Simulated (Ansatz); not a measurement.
Band gap (eV) of solids drawn from the class of oxides, at two levels: PBE (Ansatz, a first-principles code, PAW), and r²SCAN0 (Ansatz, PAW).

PBE values are at the measured cell, r²SCAN0 values at the measured cell.

| solid | PBE | r²SCAN0 |
|---|---|---|
| cubic perovskite KTaO3 | 2.22 | 4.64 |
| SiO2 (P4₁2₁2, No. 92) | 5.77 | 8.67 |
| rock-salt CaO | 3.66 | 6.43 |
| α-quartz (SiO2) | 6.01 | 8.98 |
| cubic perovskite BaHfO3 | 3.67 | 6.33 |
| rock-salt MgO | 4.78 | ? |

Estimate the withheld r²SCAN0 value from the other rows.

One way: carry over the typical difference. The differences r²SCAN0 − PBE of the other rows, in order: 2.42, 2.66, 2.77, 2.90, 2.97; median 2.77. Rock-salt MgO: 4.78 + (2.77) = 7.55 eV; the run gives 7.86 eV. The differences spread from 2.42 to 2.97, so such an estimate is rough. Rock-salt MgO lies outside that spread.

Over all 6 rows r²SCAN0 is the larger in 6.

Database compounds that came out metallic weren't drawn.

Ansatz's runs of these crystals have no spin polarisation.

Spin–orbit coupling is included only where a level's name says +SOC; with heavier elements it mostly lowers gaps and can invert bands. Density-functional gaps are differences of (generalised) Kohn–Sham levels. Ansatz's density-functional and Hartree–Fock values are scalar-relativistic unless marked +SOC, with PAW data made under PBE.
